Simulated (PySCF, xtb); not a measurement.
CH4S, SMILES SC (connectivity only; charge and spin as stated), charge +1, multiplicity 2.

The structure is a stationary point at PBE0-D3(BJ)/def2-TZVP. The spin state was assumed, not searched.

Computed with C-PCM-ωB97X/def2-SVP run with PySCF.

The values are the electrostatic part of the solvation free energy, E(continuum) − E(gas) at the gas-phase geometry, in a cavity of scaled van der Waals radii (PySCF's table); cavitation and dispersion terms are not included.

Q: Estimate the values in water (ε = 78.36), benzene (ε = 2.27), dichloromethane (ε = 8.93). (An estimate is asked for; the answer gives what the named calculation found.)

A: 
```tsv
solvent	ε	ΔG(elec) (kcal/mol)
water	78.36	-68.2
benzene	2.27	-38.6
dichloromethane	8.93	-61.3
```

For comparison, GFN2-xTB/ALPB(water) (xtb, at the GFN2-xTB geometry, all terms of that model) gives -65.8 kcal/mol.
